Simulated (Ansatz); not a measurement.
Process, species as SMILES: PP (P2H4) + [H][H] (H2) → 2 P (PH3)
B3LYP-D3(BJ)/def2-TZVP geometries, fixed; electronic energies without zero-point terms.

Basis-set convergence of the energy of full hydrogenation at r2SCAN with Ansatz (an electronic-structure program). Cartesian d functions, on some or all atoms, in 6-31G*, 6-31+G*, 6-311G**, 6-311+G**; all else is spherical. The program fits the integrals of some runs and decomposes those of others, by size. No added dispersion term, no relativity. Functions are those of the species that has most. Reference: the value in aug-pcseg-3, -3.70 kcal/mol, itself unsure by roughly 0.04 kcal/mol (its mean distance from aug-cc-pV(Q+d)Z, cc-pV(5+d)Z, def2-QZVPPD). Deviations are taken from unrounded values.

```json
[
 {"basis": "6-31G*", "functions": "46", "energy of full hydrogenation (kcal/mol)": "-3.86"},
 {"basis": "6-31+G*", "functions": "54", "energy of full hydrogenation (kcal/mol)": "-4.31"},
 {"basis": "def2-SVP", "functions": "56", "energy of full hydrogenation (kcal/mol)": "-5.90"},
 {"basis": "def2-SVPD", "functions": "80", "energy of full hydrogenation (kcal/mol)": "-5.63"},
 {"basis": "pcseg-1", "functions": "56", "energy of full hydrogenation (kcal/mol)": "-5.44"},
 {"basis": "aug-pcseg-1", "functions": "90", "energy of full hydrogenation (kcal/mol)": "-4.73"},
 {"basis": "cc-pV(D+d)Z", "functions": "66", "energy of full hydrogenation (kcal/mol)": "-5.08"},
 {"basis": "aug-cc-pV(D+d)Z", "functions": "100", "energy of full hydrogenation (kcal/mol)": "-5.01"},
 {"basis": "6-311G**", "functions": "78", "energy of full hydrogenation (kcal/mol)": "-5.55"},
 {"basis": "6-311+G**", "functions": "86", "energy of full hydrogenation (kcal/mol)": "-5.35"},
 {"basis": "def2-TZVP", "functions": "98", "energy of full hydrogenation (kcal/mol)": "-3.53"},
 {"basis": "def2-TZVPD", "functions": "122", "energy of full hydrogenation (kcal/mol)": "-3.56"},
 {"basis": "pcseg-2", "functions": "124", "energy of full hydrogenation (kcal/mol)": "-4.50"},
 {"basis": "aug-pcseg-2", "functions": "192", "energy of full hydrogenation (kcal/mol)": "-3.88"},
 {"basis": "cc-pV(T+d)Z", "functions": "134", "energy of full hydrogenation (kcal/mol)": "-3.76"},
 {"basis": "aug-cc-pV(T+d)Z", "functions": "202", "energy of full hydrogenation (kcal/mol)": "-3.77"},
 {"basis": "def2-TZVPP", "functions": "140", "energy of full hydrogenation (kcal/mol)": "-3.79"},
 {"basis": "def2-TZVPPD", "functions": "164", "energy of full hydrogenation (kcal/mol)": "-3.77"},
 {"basis": "cc-pV(Q+d)Z", "functions": "248", "energy of full hydrogenation (kcal/mol)": "-3.76"},
 {"basis": "aug-cc-pV(Q+d)Z", "functions": "362", "energy of full hydrogenation (kcal/mol)": "-3.79"},
 {"basis": "def2-QZVPP", "functions": "260", "energy of full hydrogenation (kcal/mol)": "-3.69"},
 {"basis": "def2-QZVPPD", "functions": "284", "energy of full hydrogenation (kcal/mol)": "-3.70"},
 {"basis": "pcseg-3", "functions": "260", "energy of full hydrogenation (kcal/mol)": "-3.70"},
 {"basis": "aug-pcseg-3", "functions": "374", "energy of full hydrogenation (kcal/mol)": "-3.70"}
]
```

What the diffuse functions change, pair by pair:
- 6-31G* to 6-31+G*: 8 more functions, deviation -0.17 to -0.62 kcal/mol
- def2-SVP to def2-SVPD: 24 more functions, deviation -2.21 to -1.93 kcal/mol
- pcseg-1 to aug-pcseg-1: 34 more functions, deviation -1.74 to -1.03 kcal/mol
- cc-pV(D+d)Z to aug-cc-pV(D+d)Z: 34 more functions, deviation -1.39 to -1.32 kcal/mol
- 6-311G** to 6-311+G**: 8 more functions, deviation -1.85 to -1.65 kcal/mol
- def2-TZVP to def2-TZVPD: 24 more functions, deviation 0.17 to 0.14 kcal/mol
- pcseg-2 to aug-pcseg-2: 68 more functions, deviation -0.81 to -0.18 kcal/mol
- cc-pV(T+d)Z to aug-cc-pV(T+d)Z: 68 more functions, deviation -0.06 to -0.07 kcal/mol
- def2-TZVPP to def2-TZVPPD: 24 more functions, deviation -0.09 to -0.07 kcal/mol
- cc-pV(Q+d)Z to aug-cc-pV(Q+d)Z: 114 more functions, deviation -0.07 to -0.10 kcal/mol
- def2-QZVPP to def2-QZVPPD: 24 more functions, deviation 0.00 to 0.00 kcal/mol
- pcseg-3 to aug-pcseg-3: 114 more functions, deviation -0.01 to 0.00 kcal/mol

Leaving out the reference's own pair, they bring the value nearer the reference by more than 0.04 kcal/mol in 5 of 11 pairs.
